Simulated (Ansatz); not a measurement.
Structure relaxation of CdH2

Computed with DFT PBE, scalar-relativistic, plane waves, PAW (Ansatz). Cutoff 420 eV, Γ-centred k mesh, Gaussian smearing, no spin polarisation in the final step.

This is the end of a relaxation of cell and atoms.

```
Cd H
1.0
     3.76784    0.00000    0.00000
     0.00000    3.76784    0.00000
     0.00000    0.00000    3.30380
Cd H
1 2
Direct
  0.00000 0.00000 0.50000
  0.00000 0.50000 0.50000
  0.50000 0.00000 0.50000
```

Formation energies are uncorrected and refer to the elements' standard structures at the same level (H₂ as a molecule).

Task: What space group does it have?

Result: P4/mmm (No. 123). Conventional cell: a = 3.768 Å, c = 3.304 Å. Cd has 4 H at 1.88 Å; H is coordinated by 2 Cd at 1.88 Å.

Task: How far does it lie from the elements in energy?

Result: 0.43 eV/atom.

Task: Is it a metal?

Result: Yes, bands cross the Fermi level on the 12×12×14 mesh.

The final run used a 12×12×14 mesh on its 3-atom cell and 0.10 eV smearing. The k mesh leaves about 4 meV/atom of noise in metals. The cell came from a trial start, so CdH2 may not exist in this structure.

Cost: 2 runs of about 2.1 core-minutes in all, on Arm Neoverse V1 (shared hosts).